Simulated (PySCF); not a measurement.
## nitric oxide: removing and adding an electron

Molecule: nitric oxide, `[N]=O` (NO•, doublet). Optimised structure (Å), atoms numbered from 1:
```
N     0.5094    0.0577    0.2431
O    -0.5039   -0.0551   -0.2713
```

Energies: Hartree-Fock, HF/aug-cc-pVTZ (PySCF, density fitting, unrestricted for open shells), on PBE0-D3(BJ)/ma-def2-SVP structures. Zero-point and thermal terms (298.15 K, 1 bar) come from unscaled PBE0-D3(BJ)/ma-def2-SVP harmonic frequencies, with soft modes damped to free rotors in the entropy.

Frontier levels of the parent: HOMO -11.54 eV, LUMO 2.01 eV.

Oxidation to the singlet cation:
| Quantity | Value |
| --- | --- |
| Vertical ionisation energy (electronic) | 10.06 eV |
| Adiabatic ionisation energy (with zero-point energy) | 9.08 eV |
| Adiabatic, electronic part | 9.05 eV |
| Vertical gap at the product's structure | 8.84 eV |
| Inner reorganisation energy (four-point) | 1213 meV |
| Relaxation of product / of parent | 1011 / 202 meV |
| Largest changes of atomic charge | N1 0.55, O2 0.45 |
| Distances that move most (Å) | N1–O2 1.142 → 1.060 |

Vertical electron affinity to the singlet anion: -2.55 eV. This state was not relaxed. The value is negative, so the extra electron is not bound, and the number hangs on the basis.

Reduction to the triplet anion:
| Item | Value |
| --- | --- |
| Vertical electron affinity (electronic) | -0.78 eV |
| Adiabatic electron affinity (with zero-point energy) | -0.34 eV |
| Adiabatic, electronic part | -0.37 eV |
| Vertical gap at the product's structure | 0.52 eV |
| ⟨S²⟩ of the product | 2.051 |
| Largest spin populations | N1 1.51, O2 0.49 |
| Largest changes of atomic charge | N1 -0.53, O2 -0.47 |
| Distances that move most (Å) | N1–O2 1.142 → 1.250 |

Measured values (NIST Chemistry WebBook, evaluated or the median of agreeing entries): adiabatic ionisation energy 9.26 eV (computed 9.08, difference -0.19).

Note: the gas-phase triplet anion comes out unbound at this level, so its gas-phase values hang on the basis; the split of the reorganisation energy is sensitive to the structures, which come from another level (PBE0-D3(BJ)/ma-def2-SVP); Hartree-Fock leaves out electron correlation, so its ionisation energies and electron affinities from energy differences come out too low, often by 1 eV or more; a negative vertical affinity means that the electron isn't bound at that structure, so the value and what is derived from it hang on the basis.

Run with `OMP_NUM_THREADS=1 python redox_run.py task.json out` on 1 thread of Intel Xeon Platinum 8259CL @ 2.50GHz, a shared host. The single points of this level: 7.5 s of wall time.

Differences come from unrounded values, so a last digit can differ from that of the printed terms.
